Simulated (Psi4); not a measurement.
**BH3S2 (SMILES SBS) at OMP2/aug-cc-pVDZ (density fitting for correlation)**

Aim: the energy change on altering one bond length of BH3S2 at OMP2/aug-cc-pVDZ (density fitting for correlation), from 2 runs. 

The calculation is run with Psi4 1.11.

1 further run of the same task is left out (it didn't finish).

### 1 The system as given

The species is BH3S2 (6 atoms), meant as a singlet with charge 0. As SMILES, `SBS`. Geometry: relaxed at PBE0-D4/def2-TZVP. This is one conformer, not always the lowest.

Bond lengths: S1–B2 1.783 Å, B2–S3 1.787 Å, S1–H4 1.346 Å, B2–H5 1.190 Å, S3–H6 1.342 Å. Angles: S1–B2–S3 122.5°, S1–B2–H5 116.2°, S3–B2–H5 121.4°, B2–S1–H4 98.9°, B2–S3–H6 97.3°.

### 2 The energy at OMP2/aug-cc-pVDZ (density fitting for correlation)

Input file calc.dat:

```
memory 1600 mb

molecule {
  S     -0.819900    -0.605200    -1.516500
  B      0.091400    -0.453600     0.008900
  S      0.333100     1.114800     0.829800
  H     -1.145600     0.688100    -1.694600
  H      0.535500    -1.462200     0.457500
  H      1.047600     0.654100     1.868800
  units angstrom
  symmetry c1
}

set {
  basis           aug-cc-pVDZ
  puream          true
  e_convergence   1e-09
  d_convergence   1e-08
  scf_type        pk
  num_frozen_docc 11
}

E, wfn = energy("omp2", return_wfn=True)
print_variables()
```

Command:

```
$ psi4 calc.dat calc.out -n 1
```

calc.out:

```text
[...]
  Running in c1 symmetry.
[...]
  Nuclear repulsion =  119.768715267477347
[...]
  Multiplicity = 1
[...]
  Nalpha       = 20
  Nbeta        = 20
[...]
    Number of basis functions: 104
[...]
   @RHF iter   1:  -821.50083000579559   -3.92631e-01   2.29976e-03 DIIS/ADIIS
[...]
   @RHF iter  11:  -821.55813858216823   -1.76215e-11   7.11024e-09 DIIS
[...]
    Orbital Energies [Eh]
    ---------------------
    Doubly Occupied:
       1A    -91.969515     2A    -91.967427     3A     -8.974151
       4A     -8.971920     5A     -7.662973     6A     -6.656104
       7A     -6.654756     8A     -6.653892     9A     -6.653328
      10A     -6.652434    11A     -6.651057    12A     -1.021489
      13A     -0.972116    14A     -0.679267    15A     -0.600340
      16A     -0.543039    17A     -0.469221    18A     -0.456365
      19A     -0.437295    20A     -0.375024
[...]
  @RHF Final Energy:  -821.55813858216823
   => Energetics <=
    Nuclear Repulsion Energy =            119.7687152674773472
    One-Electron Energy =               -1372.6102837879225262
    Two-Electron Energy =                 431.2834299382769245
    Total Energy =                       -821.5581385821683398
[...]
 Multipole Moments:
 ------------------------------------------------------------------------------------
     Multipole            Electronic (a.u.)      Nuclear  (a.u.)        Total (a.u.)
 ------------------------------------------------------------------------------------
 L = 1.  Multiply by 2.5417464519 to convert [e a0] to [Debye]
 Dipole X            :         -0.4849352            0.6561935            0.1712583
 Dipole Y            :          0.0154553            0.0595063            0.0749616
 Dipole Z            :         -0.7862443            1.0857936            0.2995493
 Magnitude           :                                                    0.3530983
[...]
	Warning: cc_lambda option is changed to TRUE
	For this residual convergence, default PCG convergence is:     1.00e-07
[...]
	DF-MP2 Total Energy (a.u.)         :  -821.93291662174306
[...]
	DF-MP2 Total Energy (a.u.)         :  -821.93823593607385
[...]
	DF-OMP2 Total Energy (a.u.)        :  -821.93823593606101
[...]
```

It took 15 s on 1 thread of Intel Xeon 6975P-C (Granite Rapids), shared host; peak memory 0.49 GiB.

### 3 The distorted shape at the same level

Input file input.dat:

```
memory 1600 mb

molecule {
  S     -3.16966220    -0.09892905    -5.22191610
  B     -1.44755478     0.18755343    -2.33932787
  S     -0.99080797     3.15139988    -0.78805170
  H     -3.78514599     2.34505374    -5.55847633
  H     -0.60832741    -1.71842434    -1.49159673
  H      1.97967709     1.23606986     3.53152018
  units au
  symmetry c1
}

set puream true
set e_convergence 1e-09
set d_convergence 1e-08
set scf_type pk
set num_frozen_docc 11

E, wfn = energy('omp2/aug-cc-pVDZ', return_wfn=True)
print_variables()
```

Command:

```
$ psi4 -n 1 input.dat output.dat
```

output.dat:

```text
[...]
  Running in c1 symmetry.
[...]
  Nuclear repulsion =  115.336084588854050
[...]
  Multiplicity = 1
[...]
  Nalpha       = 20
  Nbeta        = 20
[...]
    Number of basis functions: 104
[...]
   @RHF iter   1:  -821.15266642378617   -4.57143e-01   3.11112e-03 DIIS/ADIIS
[...]
   @RHF iter  13:  -821.34544655907553   -5.34328e-12   4.87677e-09 DIIS
[...]
    Orbital Energies [Eh]
    ---------------------
    Doubly Occupied:
       1A    -92.017730     2A    -91.978675     3A     -9.014607
       4A     -8.982938     5A     -7.671286     6A     -6.695538
       7A     -6.694310     8A     -6.692389     9A     -6.664801
      10A     -6.663441    11A     -6.661916    12A     -1.020750
      13A     -0.948936    14A     -0.678583    15A     -0.559195
      16A     -0.525143    17A     -0.465732    18A     -0.447585
      19A     -0.385244    20A     -0.343347
[...]
  @RHF Final Energy:  -821.34544655907553
   => Energetics <=
    Nuclear Repulsion Energy =            115.3360845888540496
    One-Electron Energy =               -1363.1387761819128173
    Two-Electron Energy =                 426.4572450339832130
    Total Energy =                       -821.3454465590756399
[...]
 Multipole Moments:
 ------------------------------------------------------------------------------------
     Multipole            Electronic (a.u.)      Nuclear  (a.u.)        Total (a.u.)
 ------------------------------------------------------------------------------------
 L = 1.  Multiply by 2.5417464519 to convert [e a0] to [Debye]
 Dipole X            :         -1.4844691            1.4388089           -0.0456602
 Dipole Y            :          0.4574224           -0.4451142            0.0123082
 Dipole Z            :         -2.2947796            2.2238446           -0.0709350
 Magnitude           :                                                    0.0852533
[...]
	Warning: cc_lambda option is changed to TRUE
	For this residual convergence, default PCG convergence is:     1.00e-07
[...]
	DF-MP2 Total Energy (a.u.)         :  -821.76345687902403
[...]
	DF-MP2 Total Energy (a.u.)         :  -821.77846240129531
[...]
	DF-OMP2 Total Energy (a.u.)        :  -821.77846240125200
[...]
```

Run time: 17 s. Hardware: 1 thread of Intel Xeon 6975P-C (Granite Rapids), shared host; peak memory 0.49 GiB.

### 4 What came out

At OMP2/aug-cc-pVDZ (density fitting for correlation), 11 core orbitals frozen:

| quantity | value |
| --- | --- |
| first shape: total energy | -821.93824 Eh |
| first shape: HOMO energy (Hartree–Fock orbitals) | -10.20 eV |
| first shape: LUMO energy (Hartree–Fock orbitals) | 1.02 eV |
| first shape: HOMO–LUMO gap (Hartree–Fock orbitals) | 11.23 eV |
| first shape: correlation energy (11 core orbitals frozen) | -380.1 mEh |
| distorted shape: total energy | -821.77846 Eh |
| distorted shape: HOMO energy (Hartree–Fock orbitals) | -9.34 eV |
| distorted shape: LUMO energy (Hartree–Fock orbitals) | -2.75 eV |
| distorted shape: HOMO–LUMO gap (Hartree–Fock orbitals) | 6.60 eV |
| distorted shape: correlation energy (11 core orbitals frozen) | -433.0 mEh |
| energy change with the S3–H6 bond stretched from 1.342 to 2.953 Å | 4.348 eV |

**Reading.** One bond (distorted shape) is far stretched, which a spin-restricted single reference describes badly; perturbation theory on it can break down and give far too much correlation. With the S3–H6 bond stretched from 1.342 to 2.953 Å the energy rises by 4.35 eV (100 kcal/mol). The first shape isn't relaxed at this level, so the change isn't measured from a minimum. A restricted reference can't describe the breaking bond well at this length.
